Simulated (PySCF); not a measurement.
## Cost of excited-state runs on `c1c(Cl)c[cH-]c1`, [C5H4Cl]-, charge -1

Geometry:
| atom | x (Å) | y (Å) | z (Å) |
| --- | --- | --- | --- |
| Cl1 | 3.052 | -0.436 | 0.538 |
| C2 | 1.345 | -0.138 | 0.279 |
| C3 | 0.353 | -1.124 | 0.282 |
| C4 | -0.866 | -0.461 | 0.037 |
| C5 | -0.604 | 0.912 | -0.110 |
| C6 | 0.782 | 1.120 | 0.041 |
| H7 | 0.508 | -2.183 | 0.441 |
| H8 | -1.839 | -0.936 | -0.025 |
| H9 | -1.338 | 1.685 | -0.307 |
| H10 | 1.319 | 2.058 | -0.014 |

Total charge -1.

PySCF with density fitting, on 1 thread of an Arm Neoverse N1, shared host. Command: `OMP_NUM_THREADS=1 python excited_run.py task.json out`

Problem. How long does each of these runs take, and how much memory?
- first hyperpolarisability, CAM-B3LYP/def2-TZVPD; writes grids
- excited states, CAM-B3LYP/def2-TZVPD; Tamm-Dancoff; spin-orbit couplings; 6 states; 5 triplets; quadratic response for 4 states; IEF-PCM chloroform
- excited states, CAM-B3LYP/def2-TZVPD; Tamm-Dancoff; spin-orbit couplings; 6 states; 5 triplets; quadratic response for 4 states; writes grids
- excited states, CAM-B3LYP/def2-TZVPD; two-photon moments; 8 states; quadratic response for 6 states; 0 triplets

Solution. 
```csv
run,level,basis functions,wall time,peak memory (GiB)
first hyperpolarisability,CAM-B3LYP/def2-TZVPD,267,62 s,0.93
excited states,CAM-B3LYP/def2-TZVPD,267,63 s,0.96
excited states,CAM-B3LYP/def2-TZVPD,267,68 s,0.97
excited states,CAM-B3LYP/def2-TZVPD,267,70 s,1
```
Times from a shared host are rough.
